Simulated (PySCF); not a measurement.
Gas-phase reaction: 2 H2SiNH + 2 NH3 ⇌ Si(NH2)4 + SiH4

Energies from PySCF (xtb for GFN2), thermal terms from the rigid-rotor harmonic-oscillator model, ideal gas at 1 bar. † marks an energy on the PBE0/def2-TZVP geometry and frequencies; other levels use their own. MP2 freezes the core. 6-31G* has spherical d functions here. All species are closed-shell singlets. B3LYP is the form with VWN-RPA correlation. H2SiNH, Si(NH2)4: computed as isolated molecules; such fragments, hydroxides, amides, oligomers or adducts are transient or little studied in the gas. MP2 isn't extrapolated to the basis-set limit.

```tsv
level	ΔH°(298 K), kJ
B3LYP/6-31G*	-552
B3LYP/def2-TZVP†	?
GFN2-xTB	?
HF/def2-TZVP†	-624
M06-2X/def2-TZVP†	-620
MP2/def2-SVP†	?
```

Question: Fill in the missing entries.

Answer: 
- B3LYP/def2-TZVP†, ΔH°(298 K), kJ: -546
- GFN2-xTB, ΔH°(298 K), kJ: -291
- MP2/def2-SVP†, ΔH°(298 K), kJ: -568
